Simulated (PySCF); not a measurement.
2-propynal, C3H2O.
Geometry (PBE0-D3(BJ)/def2-TZVP, Å), atoms numbered from 1 in this order:
```
atom  x, y, z in Å
C1     1.467    0.057    0.445
C2     0.319   -0.022    0.099
C3    -1.057   -0.053   -0.335
O4    -1.761   -1.025   -0.265
H5     2.484    0.107    0.758
H6    -1.427    0.905   -0.747
```

Level: wB97X-D/pcSseg-2 in PySCF, non-relativistic, on one gas-phase PBE0-D3(BJ)/def2-TZVP geometry that isn't relaxed in the solvent. The solvent is an IEF-PCM continuum (cavity from Bondi-type radii × 1.2). The model holds no explicit solvent molecules, cavitation or dispersion.

Gas phase at wB97X-D/pcSseg-2: HOMO -10.19 eV, LUMO -0.39 eV, dipole 2.99 D.

Problem. What does the continuum do to the energy, the frontier levels and the dipole at wB97X-D/pcSseg-2 in chloroform?

Solution. 
```json
{"solvent": "chloroform", "ε": "4.711", "E(solvent) − E(gas) (kJ/mol)": "-16.59", "polarisation term (kJ/mol)": "-19.01", "distortion of the solute (kJ/mol)": "2.42", "HOMO (eV)": "-10.25", "LUMO (eV)": "-0.33", "dipole (D)": "3.62"}
```

Polarisation term: ½ Σ q·V over the induced surface charges. Distortion: the rise of the solute's own energy as its density leaves the gas-phase optimum.

Problem. Which radius a makes the point-dipole formula ΔE = −[(ε − 1)/(2ε + 1)]·μ²/a³ give the value in chloroform, with the gas-phase dipole?

Solution. μ = 1.176 au and |ΔE| = 0.00632 Eh give a = 2.26 Å; the farthest nucleus lies 2.60 Å from the centroid of the nuclei, so such a sphere wouldn't even hold the nuclei. The formula assumes a rigid point dipole at the centre of a sphere.

Problem. Give the dipole vector in the frame of the coordinates (D, pointing from negative to positive charge), gas and chloroform.

Solution. Gas (2.19, 2.03, 0.08), solvent (2.65, 2.46, 0.10). Its length changes by +21 % and its direction by less than 1°.

Note: wB97X-D ran without an empirical dispersion term, which enters the total energy and its gradient alone.
